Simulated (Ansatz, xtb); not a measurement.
Ranking isomers of C2H5F2N+

8 gas-phase structures of C2H5F2N+, found in a search over its isomers (lower ones may exist). Each was relaxed with GFN2-xTB; where two conformers were screened, the lower at r2SCAN-D4/def2-SVP is listed:

A. the doublet with the links of `[NH3+][C](F)CF`
B. the doublet with the links of `C[NH2+][C](F)F`
C. the doublet with the links of `[CH2][NH2+]C(F)F`
D. the doublet with the links of `[NH3+]C[C](F)F`
E. the doublet with the links of `[NH3+][CH]C(F)F`
F. the doublet with the links of `[NH3+][C@H](F)[CH]F`
G. the doublet with the links of `F[CH][NH2+]CF`
H. the doublet with the links of `[CH2]C([NH3+])(F)F`

Question: Estimate their order in r2SCAN-D4/def2-SVP energy at these geometries, lowest first.

Answer: Calculated order at r2SCAN-D4/def2-SVP: H (0.0), D (9.7), E (27.8), F (38.1), A (53.4), C (58.5), B (62.8), G (97.5) kJ/mol.

Energies above the lowest of each column, in kJ/mol; the last columns are at B3LYP-D3(BJ)/def2-SVP geometries and were run for some of them only (a dash: not run or not comparable):

| structure | GFN2-xTB | HF/STO-3G | r2SCAN-D4/def2-SVP | B3LYP-D3(BJ)/def2-SVP | CCSD(T)/def2-SVP + ΔMP2/def2-TZVPP |
| --- | --- | --- | --- | --- | --- |
| H | 42.6 | 25.0 | 0.0 | 1.7 | 0.0 |
| D | 0.0 | 0.0 | 9.7 | 0.0 | 4.8 |
| E | 30.0 | 58.3 | 27.8 | 21.9 | 21.6 |
| F | 35.8 | 48.1 | 38.1 | 29.3 | 29.7 |
| A | 17.8 | 46.9 | 53.4 | 42.1 | – |
| C | 66.7 | 63.9 | 58.5 | – | – |
| B | 36.7 | 8.7 | 62.8 | – | – |
| G | 54.4 | 66.8 | 97.5 | – | – |

CCSD(T)/def2-SVP + ΔMP2/def2-TZVPP puts H lowest of those it was run on; GFN2-xTB picks D, HF/STO-3G picks D, B3LYP-D3(BJ)/def2-SVP picks D. Flexible structures stand in one conformer each, not always the lowest. Frequencies (B3LYP-D3(BJ)/def2-SVP) were run for D, E, F, H alone. Open shells are spin-unrestricted. ΔMP2 is the change of the MP2 energy from the smaller to the larger basis.

Over these structures GFN2-xTB departs from r2SCAN-D4/def2-SVP by 20.6 kJ/mol on average once a common shift is removed. A GFN2-xTB relaxation took about 0.069 s and the r2SCAN-D4/def2-SVP energy about 1.6 s on a shared host (Ansatz 0.2.0, xtb 6.7.1).
